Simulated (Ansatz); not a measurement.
CHNS, SMILES N#CS, the interaction energy of a dimer with the counterpoise correction

Run with Ansatz 0.2.0, Python API.

`chns.py`:
```python
'''Binding of a CHNS dimer at a trial geometry.'''

import ansatz

FIRST = [
    ('N', (0.9904, -0.2251, 1.4991)),
    ('C', (0.3572, -0.2794, 0.488)),
    ('S', (-0.5242, -0.3899, -0.9767)),
    ('H', (-0.8235, 0.8944, -1.0103)),
]
SECOND = [
    ('N', (-1.7916, 3.8512, -1.3092)),
    ('C', (-0.989, 3.4708, -2.1075)),
    ('S', (0.1723, 2.9677, -3.2619)),
    ('H', (-0.496, 1.8852, -3.6107)),
]

def energy(atoms, ghosts=()):
    molecule = ansatz.Crystal.molecule()
    for symbol, xyz in atoms:
        molecule = molecule.atom(symbol, xyz)
    calc = (
        molecule.calculation()
        .basis(gaussian='cc-pVDZ')
        .functional('hf')
    )
    deck = calc.input()
    if ghosts:
        deck = deck.set(ansatz.key.basis.gaussian.ghost_atoms, [{'symbol': s, 'position_ang': list(xyz)} for s, xyz in ghosts])
    return ansatz.Session.from_dict(deck).plan().execute().report['free_energy_ev']


def main() -> None:
    # ghost atoms carry the functions of the partner
    both = energy(FIRST + SECOND)
    alone = energy(FIRST) + energy(SECOND)
    ghosted = energy(FIRST, SECOND) + energy(SECOND, FIRST)
    print(f'dimer {both:.6f} eV')
    print(f'interaction, uncorrected   {(both - alone):8.3f} eV')
    print(f'interaction, counterpoise  {(both - ghosted):8.3f} eV')
    print(f'basis-set superposition    {(alone - ghosted):8.3f} eV')


if __name__ == '__main__':
    main()
```

```console
$ python chns.py
dimer -26689.268487 eV
interaction, uncorrected      0.056 eV
interaction, counterpoise     0.069 eV
basis-set superposition       0.013 eV
```

Uncorrected it is 0.056 eV, with the counterpoise correction 0.069 eV; the difference, 0.01 eV, is the superposition error. In this basis both values are repulsive.

Total energies depend on the basis set; only differences at equal settings carry meaning. The dimer is a generated trial pose of unrelaxed monomers, not a minimum, so the figure is no binding energy, and the basis set is small. Hartree-Fock leaves correlation out, so bond, atomisation and ionisation energies come out well too low. This level lacks the dispersion part of the attraction (electrostatics and induction are there), which can decide the sign where the interaction is weak. Run time: 3.9 s on 1 thread of Arm Neoverse V1 (shared host), peak memory 0.24 GiB.

(Lines on the test bed's own set-up are left out of the output.)
